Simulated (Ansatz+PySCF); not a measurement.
# triplet B₂: levels of theory in one basis

```yaml
atoms:
  - { symbol: B, position_ang: [0.0000, 0.0000, -1.1409] }
  - { symbol: B, position_ang: [0.0000, 0.0000, 1.1409] }
```

Basis set: 6-31G (spherical functions). Correlated methods keep 2 orbitals frozen. Correlation on ROHF uses semicanonical orbitals with singles. Charge 0, multiplicity 3.

Computed with Ansatz (development build ahead of 0.2.0); each method stands on the lowest determinant of its kind that the runs found.

```csv
method,E − E(ROHF) (eV),<S²> of the determinant
ROHF,0.00,2.00
UHF,-0.23,2.14
ROHF-MP2,-1.91,–
UHF-MP2,-1.76,2.14
ROHF-CCSD,-3.08,–
UHF-CCSD,-3.09,2.14
ROHF-CCSD(T),-3.21,–
UHF-CCSD(T),-3.21,2.14
```

Q: What does full CI (lowest root of this spin) give on the same scale?

A: -3.30 eV.

The restricted and unrestricted rows may stand on different electronic states: another unrestricted solution lies nearer the restricted one.

Caution for ROHF, UHF, ROHF-MP2, UHF-MP2, ROHF-CCSD, UHF-CCSD, ROHF-CCSD(T), UHF-CCSD(T): the determinant may break the point group. Caution for UHF, UHF-MP2, UHF-CCSD, UHF-CCSD(T): the unrestricted determinant is spin contaminated. Caution for ROHF-MP2, UHF-MP2: another reference gives a lower total.
